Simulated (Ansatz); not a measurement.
System: C$_{2}$H$_{5}$, charge 0, multiplicity 2. It need not be the lowest isomer of its formula. 
Geometry from a B3LYP-D3(BJ)/def2-TZVP (Ansatz, a quantum-chemistry and plane-wave program) optimisation:
```xyz
7

C     -0.0207    -0.6912     0.0019
C      0.0032     0.7917    -0.0023
H      0.9947    -1.1171     0.0074
H     -0.5251    -1.0873     0.8864
H     -0.5178    -1.0924    -0.8844
H      0.0727     1.3495     0.9213
H      0.0803     1.3441    -0.9285
```
Charge 0, spin multiplicity 2.

Parts of the frozen-core correlation energy in cc-pVDZ (Ansatz, hartree). Frozen orbitals: 2; correlated occupied orbitals by spin: 7 and 6; virtual: 44 and 45. UHF or UKS for open shells. No spin-orbit coupling. No relativistic terms.

```tsv
term	value
reference (HF)	-78.60395
MP2 opposite-spin	-0.21056
MP2 same-spin	-0.05721
CCSD correlation	-0.30447
(T)	-0.00721
CCSDT minus CCSD(T)	-0.00071
T1 diagnostic	0.009
largest doubles amplitude	0.030
<S^2> of the reference	0.763
```
